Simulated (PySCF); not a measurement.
Simulated outer-valence photoelectron spectrum of isocyanodiacetylene, `[C-]#[N+]C#CC#C`. Theory: EOM-IP-CCSD/aug-cc-pVDZ in PySCF, restricted Hartree–Fock reference, 6 core orbitals frozen, non-relativistic, gas phase, PBE0-D3(BJ)/def2-SVP geometry.

Each root has a Gaussian of 0.6 eV full width with its one-hole share as area; cross sections and vibrations are left out, and the highest printed point is 100.

ionisation energy (eV), intensity and a bar:
```
      9.4          0 
      9.6          5 #
      9.8         24 #######
     10.0         66 ####################
     10.2        100 ##############################
     10.4         81 ########################
     10.6         36 ###########
     10.8          9 ###
     11.0          1 
     11.2          0 
     11.4          3 #
     11.6         13 ####
     11.8         34 ##########
     12.0         47 ##############
     12.2         39 ############
     12.4         37 ###########
     12.6         67 ####################
     12.8         97 #############################
     13.0         79 ########################
     13.2         35 ##########
     13.4          8 ##
     13.6          1 
     13.8          0 
     14.0          0 
     14.2          0 
     14.4          0 
     14.6          1 
     14.8         10 ###
     15.0         40 ############
     15.2         83 #########################
     15.4         94 ############################
     15.6         58 #################
     15.8         19 ######
     16.0          3 #
     16.2          0
```

**Question.** Where are the maxima, and how many lines lie under the curve?

**Answer.** 4 maxima, at 10.2, 12.0, 12.8 and 15.3 eV, from 4 lines (7 roots with degenerate partners counted).

**Question.** List the lines with their holes.

**Answer.** 
```json
{"E (eV)": "10.23", "leading hole (HF orbital)": "HOMO/HOMO-1", "area": "1.93", "Koopmans (eV)": "10.08"}
{"E (eV)": "12.00", "leading hole (HF orbital)": "HOMO-4", "area": "0.89", "Koopmans (eV)": "14.19"}
{"E (eV)": "12.83", "leading hole (HF orbital)": "HOMO-2/HOMO-3", "area": "1.87", "Koopmans (eV)": "13.39"}
{"E (eV)": "15.34", "leading hole (HF orbital)": "HOMO-5/HOMO-6", "area": "1.85", "Koopmans (eV)": "16.66"}
```

The widest gap, 2.51 eV, lies between 12.83 and 15.34 eV. Only orbitals with −ε under 21 eV, eight at most, were ionised, so the high end of the curve may lack lines.
